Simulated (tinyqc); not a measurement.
Ways to converge the cycle: SCF convergence aids in the sto-3g basis, for H2O, spin multiplicity 1. Computed by the program tinyqc with PySCF. RHF with one setting changed at a time; a run stops when the energy changes by less than 1e-09 hartree and the error matrix is below 1e-5. The start is the Wolfsberg-Helmholz matrix. Damping d keeps d of the old density; a shift (hartree) raises the virtual levels; DIIS n extrapolates F over n matrices.

Geometry (angstrom):
```
atom       x        y       z
O     0.0000   0.0000  0.0000
H     0.0000   0.8350  0.7440
H     0.0000  -0.8350  0.7440
```

lowest restricted solution found by these runs and by PySCF = -74.936779 hartree

Largest element of the error matrix X^T (FDS - SDF) X:
```
iteration    plain  damping 0.3  damping 0.6  shift 0.4   DIIS 3   DIIS 8
1          4.8e-01      4.8e-01      4.8e-01    4.8e-01  4.8e-01  4.8e-01
2          1.2e-01      1.5e-01      2.8e-01    1.8e-01  1.2e-01  1.2e-01
3          3.4e-02      8.4e-02      1.7e-01    9.4e-02  3.6e-02  3.6e-02
4          1.1e-02      4.4e-02      1.1e-01    4.7e-02  6.8e-03  6.8e-03
5          4.0e-03      2.3e-02      8.2e-02    2.3e-02  2.3e-03  2.1e-03
6          1.6e-03      1.2e-02      6.0e-02    1.2e-02  8.4e-04  3.3e-05
8          3.6e-04      3.6e-03      3.2e-02    3.5e-03  1.5e-05  1.0e-09
10         8.7e-05      1.1e-03      1.7e-02    1.3e-03        -        -
14         5.1e-06      1.5e-04      4.9e-03    2.2e-04        -        -
20               -      1.1e-05      8.4e-04    1.5e-05        -        -
30               -            -      5.9e-05          -        -        -
```

How each run ends:
```
run          iterations  E (hartree)         state
plain                14   -74.936779  lowest found
damping 0.3          21   -74.936779  lowest found
damping 0.6          41   -74.936779  lowest found
shift 0.4            22   -74.936779  lowest found
DIIS 3                9   -74.936779  lowest found
DIIS 8                8   -74.936779  lowest found
```

What does the comparison show, and why?

6 of 6 runs reach the lowest restricted solution found, in 8 to 41 iterations (fastest: DIIS 8). Plain steps already contract here, so damping only slows them. DIIS 3 and DIIS 8 gain by cancelling the error over several earlier matrices, much as a quasi-Newton step does.
